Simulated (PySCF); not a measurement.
Relaxed structures of CH4BN, closed shell (PBE0-D4/def2-TZVP; forces vanish, vibrations not checked; lower isomers may exist, and structures with a doubtful reference or unclear bonds are left out; Å). Computed with PySCF 2.14 with density fitting (its default auxiliary sets; JK sets also for MP2 and CCSD(T)) (basis: def2-TZVPP); correlated methods freeze the cores.

**Question.** Rank them by CCSD(T) energy, lowest first, and give each one's height above the lowest. Links in brackets join atoms within 1.22 times the sum of their covalent radii (1.1 for two metals). (Judge from chemistry; the value comes from the calculation.)
A.
CH₄BN ([BH2][N][CH2])
```
7
angstrom
B -0.9936 0.3705 -0.7557
N 0.0368 -0.0147 0.0284
C 0.9836 -0.3678 0.7479
H -2.0339 -0.2137 -0.6639
H -0.8282 1.2819 -1.5133
H 1.6968 -1.1291 0.4194
H 1.1408 0.0682 1.7385
```
B.
CH₄BN ([BH3][N][CH])
```
7
angstrom
B -0.8785 0.0143 -0.9571
N 0.2918 -0.2070 0.0003
C 1.1650 -0.3718 0.7146
H -1.8136 -0.5726 -0.4621
H -1.0360 1.2131 -0.9997
H 1.9824 -0.5260 1.3835
H -0.5233 -0.4582 -2.0128
```
C.
CH₄BN ([BH2][C][NH2])
```
7
angstrom
B -1.0274 0.3826 -0.7810
N 1.0100 -0.3779 0.7674
C 0.0389 -0.0152 0.0292
H -2.0669 -0.2028 -0.6875
H -0.8629 1.2940 -1.5389
H 1.6823 -1.0830 0.4797
H 1.1726 0.0153 1.6899
```

**Answer.** The calculation gives: A (0.0 kJ/mol), B (93.8 kJ/mol), C (149.9 kJ/mol). Heights count from the lowest.

No T1 diagnostic of these runs exceeds 0.019.

For scale, one of the runs: CCSD(T)/def2-TZVPP, 149 basis functions, launched by `OMP_NUM_THREADS=2 python run.py`. The run took 2.6 min on 2 CPU threads of an Arm Neoverse V1 (shared host), with 0.88 GiB of host memory at its peak.
